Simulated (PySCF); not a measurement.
Gas-phase reaction: 3 (CH3)2SiH2 + C3H6 (propylene) = 3 CH3SiH + 3 C2H6

Energies from PySCF, thermal terms from the rigid-rotor harmonic-oscillator model, ideal gas at 1 bar. † marks an energy on the PBE0/def2-TZVP geometry and frequencies; other levels use their own. MP2 freezes the core. 6-31G* has spherical d functions here. All species are closed-shell singlets. B3LYP is the form with VWN-RPA correlation. CH3SiH: computed as isolated molecules; such fragments, hydroxides, amides, oligomers or adducts are transient or little studied in the gas. MP2 isn't extrapolated to the basis-set limit.

| level | ΔH°(298 K), kJ |
|---|---|
| B3LYP/6-31G* | [?] |
| BLYP/def2-TZVP† | 549 |
| HF/6-31G* | [?] |
| MP2/def2-SVP† | 608 |
| PBE/def2-TZVP† | [?] |
| r2SCAN/def2-TZVP† | 662 |

Problem. Some entries are withheld; supply them.

Solution. 
- B3LYP/6-31G*, ΔH°(298 K), kJ: 543
- HF/6-31G*, ΔH°(298 K), kJ: 543
- PBE/def2-TZVP†, ΔH°(298 K), kJ: 596
